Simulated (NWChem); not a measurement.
System: AlCl3; SMILES [Cl][Al]([Cl])[Cl]

Output (shortened):

```
             Northwest Computational Chemistry Package (NWChem) 7.3.0
             --------------------------------------------------------

                             Geometry "geometry" -> ""
                             -------------------------

 Output coordinates in angstroms (scale by  1.889725989 to convert to a.u.)

  No.       Tag          Charge          X              Y              Z
 ---- ---------------- ---------- -------------- -------------- --------------
    1 Al                  13.0000     0.00000000     0.00000000     0.00229700
    2 Cl                  17.0000    -2.03747300     0.45599400    -0.00015900
    3 Cl                  17.0000     1.41363900     1.53650600    -0.00015900
    4 Cl                  17.0000     0.62383400    -1.99250000    -0.00015900

 Effective nuclear repulsion energy (a.u.)     294.9076841454

                              NWChem Property Module
                              ----------------------

  itol2e modified to match energy
  convergence criterion.

                                 NWChem DFT Module
                                 -----------------

 Summary of "ao basis" -> "ao basis" (spherical)
 ------------------------------------------------------------------------------
       Tag                 Description            Shells   Functions and Types
 ---------------- ------------------------------  ------  ---------------------
 Al                         pcsseg-1                10       24   4s5p1d
 Cl                         pcsseg-1                10       24   4s5p1d

  itol2e modified to match energy
  convergence criterion.

            General Information
            -------------------
          SCF calculation type: DFT
          Wavefunction type:  closed shell.
          No. of atoms     :     4
          No. of electrons :    64
           Alpha electrons :    32
            Beta electrons :    32
          Charge           :     0
          Spin multiplicity:     1
          Use of symmetry is: off; symmetry adaption is: off
          Maximum number of iterations: 150
          AO basis - number of functions:    96
                     number of shells:    40
          Convergence on energy requested:  1.00D-07
          Convergence on density requested:  1.00D-05
          Convergence on gradient requested:  5.00D-04

              XC Information
              --------------
                         PBE0 Method XC Functional
                     Hartree-Fock (Exact) Exchange  0.250
          PerdewBurkeErnzerhof Exchange Functional  0.750
            Perdew 1991 LDA Correlation Functional  1.000 local
           PerdewBurkeErnz. Correlation Functional  1.000 non-local

             Grid Information
             ----------------
          Grid used for XC integration:  fine
          Radial quadrature: Mura-Knowles
          Angular quadrature: Lebedev.
          Tag              B.-S. Rad. Rad. Pts. Rad. Cut. Ang. Pts.
          ---              ---------- --------- --------- ---------
          Al                  1.25      123           8.0       770
          Cl                  1.00      123          10.0       770
          Grid pruning is: on
          Number of quadrature shells:   492
          Spatial weights used:  Erf1

      Superposition of Atomic Density Guess
      -------------------------------------

 Sum of atomic energies:       -1620.17988527

      Non-variational initial energy
      ------------------------------

 Total energy =   -1620.840305
 1-e energy   =   -2829.175633
 2-e energy   =     913.427644
 HOMO         =      -0.446937
 LUMO         =      -0.024591

   convergence    iter        energy       DeltaE   RMS-Dens  Diis-err
 ---------------- ----- ----------------- --------- --------- ---------
 d= 0,ls=0.0,diis     1  -1622.5454282373 -1.92D+03  1.11D-02  8.99D-01
 d= 0,ls=0.0,diis     2  -1622.5511768788 -5.75D-03  7.63D-03  3.94D-01
 d= 0,ls=0.0,diis     3  -1622.5980184733 -4.68D-02  2.05D-03  7.30D-02
 d= 0,ls=0.0,diis     4  -1622.6077326093 -9.71D-03  1.62D-04  2.74D-04
 d= 0,ls=0.0,diis     5  -1622.6077637482 -3.11D-05  2.24D-05  8.95D-06
 d= 0,ls=0.0,diis     6  -1622.6077646176 -8.69D-07  5.02D-06  2.72D-07
 d= 0,ls=0.0,diis     7  -1622.6077646530 -3.53D-08  5.01D-07  5.60D-09

         Total DFT energy =    -1622.607764652974
      One electron energy =    -2831.143942057721
           Coulomb energy =     1016.551456529464
    Exchange-Corr. energy =     -102.922963270103
 Nuclear repulsion energy =      294.907684145386

 Numeric. integr. density =       64.000000031365

                       DFT Final Molecular Orbital Analysis
                       ------------------------------------

 Vector   30  Occ=2.000000D+00  E=-3.666432D-01
              MO Center= -9.8D-01,  2.8D-01,  2.0D-04, r^2= 4.3D+00
   Bfn.  Coefficient  Atom+Function         Bfn.  Coefficient  Atom+Function
  ----- ------------  ---------------      ----- ------------  ---------------
    40      0.466849  2 Cl pz                43      0.404906  2 Cl pz
    64     -0.245203  3 Cl pz                88     -0.221646  4 Cl pz
    67     -0.212669  3 Cl pz                91     -0.192237  4 Cl pz
    31     -0.122310  2 Cl pz                34     -0.122366  2 Cl pz
    55      0.064241  3 Cl pz                58      0.064270  3 Cl pz

 Vector   31  Occ=2.000000D+00  E=-3.666432D-01
              MO Center=  9.8D-01, -2.8D-01,  2.0D-04, r^2= 4.3D+00
   Bfn.  Coefficient  Atom+Function         Bfn.  Coefficient  Atom+Function
  ----- ------------  ---------------      ----- ------------  ---------------
    88     -0.411104  4 Cl pz                64      0.397503  3 Cl pz
    91     -0.356557  4 Cl pz                67      0.344761  3 Cl pz
    79      0.107706  4 Cl pz                82      0.107755  4 Cl pz
    55     -0.104142  3 Cl pz                58     -0.104190  3 Cl pz
    21      0.057730  1 Al d -1              85     -0.054505  4 Cl pz

 Vector   32  Occ=2.000000D+00  E=-3.496218D-01
              MO Center=  1.7D-06, -5.0D-07, -1.3D-04, r^2= 5.5D+00
   Bfn.  Coefficient  Atom+Function         Bfn.  Coefficient  Atom+Function
  ----- ------------  ---------------      ----- ------------  ---------------
    39      0.336187  2 Cl py                86     -0.328767  4 Cl px
    42      0.282768  2 Cl py                89     -0.276527  4 Cl px
    62      0.253527  3 Cl px                63     -0.233254  3 Cl py
    65      0.213242  3 Cl px                66     -0.196190  3 Cl py
    87     -0.102934  4 Cl py                30     -0.087248  2 Cl py

 Vector   33  Occ=0.000000D+00  E=-5.880521D-02
              MO Center= -2.6D-07,  6.2D-07,  9.7D-02, r^2= 4.6D+00
   Bfn.  Coefficient  Atom+Function         Bfn.  Coefficient  Atom+Function
  ----- ------------  ---------------      ----- ------------  ---------------
     4      1.165471  1 Al s                  3      0.537643  1 Al s
    28     -0.365320  2 Cl s                 52     -0.365320  3 Cl s
    76     -0.365320  4 Cl s                 41     -0.326141  2 Cl px
    90     -0.318942  4 Cl py                 2     -0.315034  1 Al s
    66      0.245951  3 Cl py                65      0.226283  3 Cl px

[...]

          -----------------------------------------
          Chemical Shielding Tensors (GIAO, in ppm)
          -----------------------------------------

                                NWChem CPHF Module
                                ------------------

  scftype          =     RHF
  nclosed          =       32
  nopen            =        0
  variables        =     2048
  # of vectors     =        3
  tolerance        = 0.10D-03
  level shift      = 0.00D+00
  max iterations   =       50
  max subspace     =       30

 SCF residual:    1.5949629836671732E-005

Iterative solution of linear equations
  No. of variables     2048
  No. of equations        3
  Maximum subspace       30
        Iterations       50
       Convergence  1.0D-04

   iter   nsub   residual    time
   ----  ------  --------  ---------
     1      3    3.62D-01      31.4
     2      6    1.23D-02      34.9
     3      9    1.06D-03      38.5
     4     12    2.65D-05      42.0

      Atom:    1  Al
        Diamagnetic
    797.7873     -0.0000     -0.0000
     -0.0000    797.7873     -0.0000
     -0.0000     -0.0000    791.8594

        Paramagnetic
   -356.5574      0.0000     -0.0000
      0.0000   -356.5573      0.0000
     -0.0000      0.0000   -433.6608

        Total Shielding Tensor
    441.2299      0.0000     -0.0000
      0.0000    441.2300     -0.0000
     -0.0000     -0.0000    358.1986

           isotropic =     413.5529
          anisotropy =      41.5158

          Principal Components and Axis System
                 1           2           3
              441.2300    441.2299    358.1986

      1         0.0437      0.9990      0.0000
      2         0.9990     -0.0437      0.0000
      3        -0.0000     -0.0000      1.0000

      Atom:    2  Cl
        Diamagnetic
   1153.6302     -1.7600      0.0096
     -1.7600   1146.1601     -0.0022
      0.0096     -0.0022   1144.9821

        Paramagnetic
   -113.6284    -49.7313      0.3405
    -49.7313   -324.7080     -0.0762
      0.3405     -0.0762   -287.0169

        Total Shielding Tensor
   1040.0018    -51.4913      0.3502
    -51.4913    821.4521     -0.0784
      0.3502     -0.0784    857.9652

           isotropic =     906.4731
          anisotropy =     217.5801

          Principal Components and Axis System
                 1           2           3
             1051.5264    857.9645    809.9282

      1         0.9759     -0.0018      0.2184
      2        -0.2184      0.0004      0.9759
      3         0.0019      1.0000     -0.0000
```

Level: PBE0/pcSseg-1, GIAO. Geometry: optimised at B3LYP/6-31G* (spherical d). NWChem prints the field gradient with the sign opposite to the second derivative of the potential. The printed shielding anisotropy is the first printed principal value minus the mean of the other two.

Q: Which NWChem input produces such a log?

A: One answer among several that fit: the input that was run:
```
start job
memory heap 200 mb stack 900 mb global 1100 mb
geometry units angstroms noautosym nocenter noautoz
  Al     0.000000     0.000000     0.002297
  Cl    -2.037473     0.455994    -0.000159
  Cl     1.413639     1.536506    -0.000159
  Cl     0.623834    -1.992500    -0.000159
end
basis spherical
  Al library pcsseg-1
  Cl library pcsseg-1
end
dft
  xc pbe0
  iterations 150
end
property
  shielding 2 1 2
  efieldgrad
end
task dft property
```
